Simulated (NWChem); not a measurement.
Lowest excitation of hydrogen peroxide (H$_{2}$O$_{2}$)

```
O
H 1 0.9670
O 1 1.4185 2 101.03
H 3 0.9670 1 101.03 2 117.50
```
Charge 0, spin multiplicity 1.

Everything below was run with NWChem. All single points use one geometry, from PBE0/def2-SVP, a minimum by its harmonic frequencies. It is one conformer; others weren't searched.

Basis set: def2-SVPD.

Costs are rough ratios of processor time within this set of runs, SCF included, with CIS as 1.

The correlated methods keep 2 core orbitals frozen. B3LYP has NWChem's definition, with VWN1-RPA local correlation. Coupled-cluster values serve here as a point of comparison, not as the truth.

```json
[
 {"method": "TD-PBE", "lowest vertical singlet excitation energy (eV)": "5.83", "relative cost": "under 3"},
 {"method": "TD-B3LYP", "lowest vertical singlet excitation energy (eV)": "?", "relative cost": "4"},
 {"method": "EOM-CCSD", "lowest vertical singlet excitation energy (eV)": "?", "relative cost": "10"},
 {"method": "CIS", "lowest vertical singlet excitation energy (eV)": "?", "relative cost": "1"},
 {"method": "TDA-BHandHLYP", "lowest vertical singlet excitation energy (eV)": "?", "relative cost": "under 3"}
]
```

Problem. What belongs in the gaps?

Solution. 
- TD-B3LYP, lowest vertical singlet excitation energy (eV): 6.15
- EOM-CCSD, lowest vertical singlet excitation energy (eV): 6.56
- CIS, lowest vertical singlet excitation energy (eV): 7.30
- TDA-BHandHLYP, lowest vertical singlet excitation energy (eV): 6.66
